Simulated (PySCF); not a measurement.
All values below come from PBE-D3(BJ)/def2-TZVP run with PySCF 2.14.0. Gas-phase values, no solvent. One relaxed conformer stands for a flexible species; it need not be the lowest. Excitations are Tamm–Dancoff values on a coarser integration grid. The basis has no diffuse functions, so Rydberg states are missing or too high.

Reference species (SMILES): `[Si](Cl)(Cl)(Cl)Cl` (neutral, multiplicity 1).

| Quantity | Result |
|---|---|
| S1 oscillator strength | 0.000 |
| S1 excitation (TDA) | 6.43 eV |
| LUMO | -1.82 eV |

Changed species: `O[Si](O)(O)Cl` (3 of 4 Cl replaced by OH; the reference has 0 of 4 Cl replaced by OH).

Question: Give the shifts of the S1 oscillator strength, S1 excitation (TDA) and LUMO.

Answer: the S1 oscillator strength stays essentially unchanged; the S1 excitation (TDA) goes up by 0.61 eV, to 7.04 eV; the LUMO increases by 1.17 eV, to -0.65 eV.
